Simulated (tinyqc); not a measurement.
ROHF in the sto-6g basis, for CH, spin multiplicity 4, step by step. This run ends on a higher stationary point, not on the lowest solution. One step of it, computed by the program tinyqc.

Task: Iteration 3: building the Fock matrix. J_ij = sum D_kl (ij|kl) with D = D(alpha) + D(beta), K_ij = sum D_kl (ik|jl) for each spin; F = H + J - K(s); E = tr D H + tr D J / 2 - 0.5 sum_s tr D(s) K(s) + E_nn.

D(alpha) after iteration 2, order 1C 1s, 1C 2s, 1C 2px, 1C 2py, 1C 2pz, 2H 1s:
$$\begin{pmatrix}
1.063254 & -0.260465 & 0.000000 & 0.000000 & -0.002261 & 0.019553 \\
-0.260465 & 1.072978 & 0.000000 & 0.000000 & 0.011752 & -0.101650 \\
0.000000 & 0.000000 & 0.013701 & 0.116248 & 0.000000 & 0.000000 \\
0.000000 & 0.000000 & 0.116248 & 0.986299 & 0.000000 & 0.000000 \\
-0.002261 & 0.011752 & 0.000000 & 0.000000 & 1.013676 & -0.118294 \\
0.019553 & -0.101650 & 0.000000 & 0.000000 & -0.118294 & 1.023203
\end{pmatrix}$$

D(beta) after iteration 2, order 1C 1s, 1C 2s, 1C 2px, 1C 2py, 1C 2pz, 2H 1s:
$$\begin{pmatrix}
1.056640 & -0.233081 & 0.000000 & 0.000000 & -0.031588 & -0.050668 \\
-0.233081 & 0.959483 & 0.000000 & 0.000000 & 0.123729 & 0.194078 \\
0.000000 & 0.000000 & 0.000000 & 0.000000 & 0.000000 & 0.000000 \\
0.000000 & 0.000000 & 0.000000 & 0.000000 & 0.000000 & 0.000000 \\
-0.031588 & 0.123729 & 0.000000 & 0.000000 & 0.015958 & 0.025032 \\
-0.050668 & 0.194078 & 0.000000 & 0.000000 & 0.025032 & 0.039269
\end{pmatrix}$$

core Hamiltonian H = T + V (hartree), order 1C 1s, 1C 2s, 1C 2px, 1C 2py, 1C 2pz, 2H 1s:
$$\begin{pmatrix}
-18.180624 & -4.169904 & 0.000000 & 0.000000 & -0.004416 & -0.087321 \\
-4.169904 & -4.909064 & 0.000000 & 0.000000 & -0.048812 & -0.337082 \\
0.000000 & 0.000000 & -3.914913 & 0.000000 & 0.000000 & 0.000000 \\
0.000000 & 0.000000 & 0.000000 & -3.914913 & 0.000000 & 0.000000 \\
-0.004416 & -0.048812 & 0.000000 & 0.000000 & -3.936195 & -0.362367 \\
-0.087321 & -0.337082 & 0.000000 & 0.000000 & -0.362367 & -1.918549
\end{pmatrix}$$

Two-electron integrals (ij|kl) in chemists' order, unique and non-zero (hartree):
```
(11|11) 3.543743   (21|11) 0.529462   (21|21) 0.100317   (22|11) 0.853596
(22|21) 0.199930   (22|22) 0.624844   (31|31) 0.021271   (32|31) 0.031868
(32|32) 0.138108   (33|11) 0.853598   (33|21) 0.199930   (33|22) 0.624843
(33|33) 0.673218   (41|41) 0.021271   (42|41) 0.031868   (42|42) 0.138108
(43|43) 0.036281   (44|11) 0.853598   (44|21) 0.199930   (44|22) 0.624843
(44|33) 0.600655   (44|44) 0.673218   (51|51) 0.021271   (52|51) 0.031868
(52|52) 0.138108   (53|53) 0.036281   (54|54) 0.036281   (55|11) 0.853598
(55|21) 0.199930   (55|22) 0.624843   (55|33) 0.600655   (55|44) 0.600655
(55|55) 0.673218   (61|11) 0.011427   (61|21) 0.002093   (61|22) 0.004134
(61|33) 0.004119   (61|44) 0.004119   (61|51) 0.000139   (61|52) 0.000275
(61|55) 0.004163   (61|61) 0.000045   (62|11) 0.045771   (62|21) 0.010980
(62|22) 0.040363   (62|33) 0.039351   (62|44) 0.039351   (62|51) 0.001059
(62|52) 0.008388   (62|55) 0.042387   (62|61) 0.000239   (62|62) 0.004512
(63|31) 0.000879   (63|32) 0.005178   (63|53) 0.001435   (63|63) 0.000391
(64|41) 0.000879   (64|42) 0.005178   (64|54) 0.001435   (64|64) 0.000391
(65|11) 0.048258   (65|21) 0.011685   (65|22) 0.044990   (65|33) 0.043122
(65|44) 0.043122   (65|51) 0.001777   (65|52) 0.013220   (65|55) 0.048726
(65|61) 0.000261   (65|62) 0.005880   (65|65) 0.007913   (66|11) 0.241247
(66|21) 0.058675   (66|22) 0.240825   (66|33) 0.234047   (66|44) 0.234047
(66|51) 0.004403   (66|52) 0.048134   (66|55) 0.254381   (66|61) 0.001267
(66|62) 0.041261   (66|65) 0.058004   (66|66) 0.774999
```

nuclear repulsion = 1.44781727 hartree

Give: Coulomb J; exchange K(alpha); exchange K(beta); F(alpha); F(beta); total energy of this density.

Result:

Coulomb J (hartree), order 1C 1s, 1C 2s, 1C 2px, 1C 2py, 1C 2pz, 2H 1s:
$$\begin{pmatrix}
10.7122 & 1.8976 & 0.0000 & 0.0000 & 0.0117 & 0.0404 \\
1.8976 & 4.4050 & 0.0000 & 0.0000 & 0.0855 & 0.2970 \\
0.0000 & 0.0000 & 4.3499 & 0.0084 & 0.0000 & 0.0000 \\
0.0000 & 0.0000 & 0.0084 & 4.4205 & 0.0000 & 0.0000 \\
0.0117 & 0.0855 & 0.0000 & 0.0000 & 4.4447 & 0.3402 \\
0.0404 & 0.2970 & 0.0000 & 0.0000 & 0.3402 & 2.2718
\end{pmatrix}$$

exchange K(alpha) (hartree), order 1C 1s, 1C 2s, 1C 2px, 1C 2py, 1C 2pz, 2H 1s:
$$\begin{pmatrix}
3.6426 & 0.5927 & 0.0000 & 0.0000 & 0.0000 & 0.0137 \\
0.5927 & 0.9459 & 0.0000 & 0.0000 & 0.0027 & 0.0728 \\
0.0000 & 0.0000 & 0.2350 & 0.0740 & 0.0000 & 0.0000 \\
0.0000 & 0.0000 & 0.0740 & 0.8545 & 0.0000 & 0.0000 \\
0.0000 & 0.0027 & 0.0000 & 0.0000 & 0.8669 & 0.0832 \\
0.0137 & 0.0728 & 0.0000 & 0.0000 & 0.0832 & 0.7842
\end{pmatrix}$$

exchange K(beta) (hartree), order 1C 1s, 1C 2s, 1C 2px, 1C 2py, 1C 2pz, 2H 1s:
$$\begin{pmatrix}
3.5939 & 0.5300 & 0.0000 & 0.0000 & 0.0011 & 0.0109 \\
0.5300 & 0.6297 & 0.0000 & 0.0000 & 0.0984 & 0.0915 \\
0.0000 & 0.0000 & 0.1427 & 0.0000 & 0.0000 & 0.0000 \\
0.0000 & 0.0000 & 0.0000 & 0.1427 & 0.0000 & 0.0000 \\
0.0011 & 0.0984 & 0.0000 & 0.0000 & 0.1586 & 0.0344 \\
0.0109 & 0.0915 & 0.0000 & 0.0000 & 0.0344 & 0.0551
\end{pmatrix}$$

F(alpha) (hartree), order 1C 1s, 1C 2s, 1C 2px, 1C 2py, 1C 2pz, 2H 1s:
$$\begin{pmatrix}
-11.1110 & -2.8650 & 0.0000 & 0.0000 & 0.0073 & -0.0606 \\
-2.8650 & -1.4499 & 0.0000 & 0.0000 & 0.0340 & -0.1129 \\
0.0000 & 0.0000 & 0.2000 & -0.0656 & 0.0000 & 0.0000 \\
0.0000 & 0.0000 & -0.0656 & -0.3489 & 0.0000 & 0.0000 \\
0.0073 & 0.0340 & 0.0000 & 0.0000 & -0.3583 & -0.1054 \\
-0.0606 & -0.1129 & 0.0000 & 0.0000 & -0.1054 & -0.4310
\end{pmatrix}$$

F(beta) (hartree), order 1C 1s, 1C 2s, 1C 2px, 1C 2py, 1C 2pz, 2H 1s:
$$\begin{pmatrix}
-11.0623 & -2.8023 & 0.0000 & 0.0000 & 0.0062 & -0.0579 \\
-2.8023 & -1.1337 & 0.0000 & 0.0000 & -0.0618 & -0.1316 \\
0.0000 & 0.0000 & 0.2923 & 0.0084 & 0.0000 & 0.0000 \\
0.0000 & 0.0000 & 0.0084 & 0.3628 & 0.0000 & 0.0000 \\
0.0062 & -0.0618 & 0.0000 & 0.0000 & 0.3500 & -0.0566 \\
-0.0579 & -0.1316 & 0.0000 & 0.0000 & -0.0566 & 0.2982
\end{pmatrix}$$

total energy of this density = -38.011800 hartree
